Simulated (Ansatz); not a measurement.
Relaxation of AlBH6Si (9 atoms, charge 0, multiplicity 1), to a largest force component of 0.02 eV/Å in at most 40 steps.

The calculation used Ansatz, RKS PBE0-D4/6-31G*.

```xyz
9
Properties=species:S:1:pos:R:3:forces:R:3
B -1.079 0.917 -1.517 -0.69 2.44 -0.63
Al -0.016 0.890 0.205 1.10 1.01 0.62
Si 0.666 -1.197 1.021 1.71 0.69 1.49
H -1.469 -0.027 -2.005 -0.66 -1.54 -1.04
H -1.346 1.992 -2.067 0.12 -0.74 0.13
H 0.728 2.238 0.691 -0.16 -0.11 0.16
H 2.009 -1.557 0.418 -0.28 0.01 0.11
H -0.270 -2.202 0.701 -1.09 -1.44 -0.30
H 0.866 -1.101 2.536 -0.05 -0.32 -0.53
```

Problem. Where does it end, and by what steps?

Solution. The forces met the threshold. After 17 steps the energy has fallen by 0.661 eV; H5 moved furthest, 1.31 Å.

```
step  energy less start (eV)  largest force component (eV/Å)  accepted
   0                  0.0000                           2.443       yes
   1                 -0.3617                           0.796       yes
   2                 -0.4458                           0.341       yes
   3                 -0.4529                           0.330       yes
   4                 -0.4604                           0.122       yes
   5                 -0.4795                           0.108       yes
   6                 -0.4878                           0.077       yes
   7                 -0.5227                           0.315       yes
   8                 -0.5479                           0.595       yes
   9                 -0.6075                           0.211       yes
  10                 -0.6431                           0.085       yes
  11                 -0.6455                           0.230       yes
  12                 -0.6483                           0.341       yes
  13                 -0.6291                           0.533        no
  14                 -0.6597                           0.028       yes
  15                 -0.6605                           0.062       yes
  16                 -0.6612                           0.030       yes
  17                 -0.6614                           0.016       yes
```

```xyz
9
Properties=species:S:1:pos:R:3
B -1.160 1.043 -1.615
Al 0.266 0.887 -0.056
Si 0.669 -1.217 1.163
H -0.896 0.798 -2.762
H -2.302 1.368 -1.428
H 1.162 2.145 0.369
H 1.994 -1.793 0.771
H -0.356 -2.273 0.900
H 0.712 -1.004 2.642
```

Whether the end is a true minimum wasn't checked by a vibrational analysis.

The run took 23 s on 1 thread of Intel(R) Xeon(R) 6975P-C (Granite Rapids), on a shared host, peak memory 0.15 GiB.
